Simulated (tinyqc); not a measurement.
Inside a calculation. Method: CISD on RHF in the sto-3g basis, for HF, spin multiplicity 1. One step of it, computed by the program tinyqc.

Question. Iteration 1: building the Fock matrix. J_ij = sum D_kl (ij|kl), K_ij = sum D_kl (ik|jl); F = H + J - 0.5 K; E = tr D H + tr D J / 2 - 0.25 tr D K + E_nn.

D at the start, lower triangle:
```
            1F 1s      1F 2s    1F 2px    1F 2py    1F 2pz     2H 1s
1F 1s    2.156759
1F 2s   -0.504758   2.132146
1F 2px   0.000000   0.000000  1.636991
1F 2py   0.000000   0.000000  0.000000  1.636991
1F 2pz   0.016176  -0.091734  0.000000  0.000000  1.510120
2H 1s   -0.016478   0.041923  0.000000  0.000000  0.164363  1.021773
```

core Hamiltonian H = T + V (hartree), lower triangle:
```
             1F 1s       1F 2s     1F 2px     1F 2py     1F 2pz      2H 1s
1F 1s   -40.582619
1F 2s    -9.522373  -11.057402
1F 2px    0.000000    0.000000  -8.718612
1F 2py    0.000000    0.000000   0.000000  -8.718612
1F 2pz   -0.014059   -0.169489   0.000000   0.000000  -8.826362
2H 1s    -1.848904   -3.867148   0.000000   0.000000  -2.536720  -5.296697
```

Two-electron integrals (ij|kl) in chemists' order, unique and non-zero (hartree):
```
(11|11) 5.403501   (21|11) 0.841920   (21|21) 0.156299   (22|11) 1.268028
(22|21) 0.292344   (22|22) 0.926167   (31|31) 0.027998   (32|31) 0.043169
(32|32) 0.204588   (33|11) 1.264502   (33|21) 0.292403   (33|22) 0.925959
(33|33) 0.997514   (41|41) 0.027998   (42|41) 0.043169   (42|42) 0.204588
(43|43) 0.053770   (44|11) 1.264502   (44|21) 0.292403   (44|22) 0.925959
(44|33) 0.889973   (44|44) 0.997514   (51|51) 0.027998   (52|51) 0.043169
(52|52) 0.204588   (53|53) 0.053770   (54|54) 0.053770   (55|11) 1.264502
(55|21) 0.292403   (55|22) 0.925959   (55|33) 0.889973   (55|44) 0.889973
(55|55) 0.997514   (61|11) 0.164827   (61|21) 0.030325   (61|22) 0.056307
(61|33) 0.056223   (61|44) 0.056223   (61|51) 0.001241   (61|52) 0.002318
(61|55) 0.056484   (61|61) 0.005944   (62|11) 0.399741   (62|21) 0.093322
(62|22) 0.327821   (62|33) 0.323150   (62|44) 0.323150   (62|51) 0.006332
(62|52) 0.048552   (62|55) 0.336850   (62|61) 0.018346   (62|62) 0.140456
(63|31) 0.009981   (63|32) 0.058337   (63|53) 0.010327   (63|63) 0.021271
(64|41) 0.009981   (64|42) 0.058337   (64|54) 0.010327   (64|64) 0.021271
(65|11) 0.264295   (65|21) 0.062519   (65|22) 0.235172   (65|33) 0.224976
(65|44) 0.224976   (65|51) 0.013706   (65|52) 0.091590   (65|55) 0.255301
(65|61) 0.012830   (65|62) 0.123486   (65|65) 0.129050   (66|11) 0.536070
(66|21) 0.127210   (66|22) 0.513960   (66|33) 0.495972   (66|44) 0.495972
(66|51) 0.011344   (66|52) 0.120898   (66|55) 0.549329   (66|61) 0.025194
(66|62) 0.276251   (66|65) 0.282092   (66|66) 0.774606
```

nuclear repulsion = 5.01854046 hartree

Give: Coulomb J; exchange K; Fock matrix F; total energy of this density.

Answer.

Coulomb J (hartree), lower triangle:
```
         1F 1s  1F 2s  1F 2px  1F 2py  1F 2pz  2H 1s
1F 1s   20.220
1F 2s    3.838  9.472
1F 2px   0.000  0.000   9.446
1F 2py   0.000  0.000   0.000   9.446
1F 2pz   0.010  0.121   0.000   0.000   9.498
2H 1s    0.745  3.359   0.000   0.000   2.455  5.462
```

exchange K (hartree), lower triangle:
```
         1F 1s  1F 2s  1F 2px  1F 2py  1F 2pz  2H 1s
1F 1s   11.275
1F 2s    1.946  3.179
1F 2px   0.000  0.000   2.285
1F 2py   0.000  0.000   0.000   2.285
1F 2pz   0.013  0.109   0.000   0.000   2.358
2H 1s    0.416  1.341   0.000   0.000   0.893  1.443
```

Fock matrix F (hartree), lower triangle:
```
          1F 1s   1F 2s  1F 2px  1F 2py  1F 2pz   2H 1s
1F 1s   -26.000
1F 2s    -6.658  -3.175
1F 2px    0.000   0.000  -0.415
1F 2py    0.000   0.000   0.000  -0.415
1F 2pz   -0.011  -0.103   0.000   0.000  -0.508
2H 1s    -1.311  -1.179   0.000   0.000  -0.528  -0.556
```

total energy of this density = -99.41648 hartree

This density is the starting one; it is not idempotent, so its energy is not variational and may lie below the converged one.
